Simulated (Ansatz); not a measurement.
**[Br···H···O], triplet in cc-pVDZ: errors against UCCSDT(Q)**

Geometry: a point of a hydrogen-transfer path between rigid fragments, not a stationary point.

```yaml
atoms:
  - { symbol: Br, position_ang: [0.0000, 0.0000, -1.4757] }
  - { symbol: H, position_ang: [0.0000, 0.0000, 0.1933] }
  - { symbol: O, position_ang: [0.0000, 0.0000, 1.2823] }
```

Basis cc-pVDZ; Ansatz 0.2.0. Correlated methods freeze the noble-gas cores and the filled d shells of p-block atoms, which leaves 14 electrons in 31 orbitals. R marks a restricted (for open shells ROHF) determinant, U an unrestricted one. Active spaces: pair = (4e, 4o) about the gap; valence = (14e, 9o) chosen from the atoms' valence shells. No spin–orbit coupling is included, and no scalar relativity.

Full CI isn't at hand for all of this; UCCSDT(Q) serves as the reference, and is uncertain by about the last step of the cluster series. The frozen core follows each run's orbitals, which can shift R against U totals by a few meV for light atoms and by up to 0.1 eV past Ca.

```
UHF ⟨S²⟩                          : 2.051
T1 diagnostic (RCCSD)             : 0.0237
largest doubles amplitude (RCCSD) : 0.061
T1 diagnostic (UCCSD)             : 0.0145
```

| level | E − E(UCCSDT(Q)) (mEh) | share of correlation (%) | wall time |
| --- | --- | --- | --- |
| UHF | 289.20 | 5.23 | – |
| UMP2 | 35.98 | 88.21 | – |
| UCCSD | 5.72 | 98.13 | – |
| UCCSD(T) | 1.16 | 99.62 | 12 s |
| UCCSDT | 0.53 | 99.83 | – |

The correlation energy at UCCSDT(Q), counted from RHF, is -8.304 eV. That run took 26 s on 1 thread of Arm Neoverse V2, shared host.

Run but not shown, since their state or frozen core can't be matched to the reference's or they repeat it: RHF, RMP2, CISD, RCCSD, RCCSD(T), BCCD(T), RCCSDT, RCCSDT(Q), CASSCF (pair space), NEVPT2 (pair space), MRCISD (pair space), MRCISD+Q (pair space), CASSCF (valence space), NEVPT2 (valence space), MRCISD (valence space), MRCISD+Q (valence space).

Times hold each run's SCF and search for its determinant on a shared host, so for small cases they say little of a method's own cost; they ran on 1 thread of Arm Neoverse V2.

Natural occupations of CASSCF (valence space) about the gap: 1.999 1.998 1.959 1.004 1.001 0.041; effectively unpaired electrons, Σ n²(2−n)², 2.01.
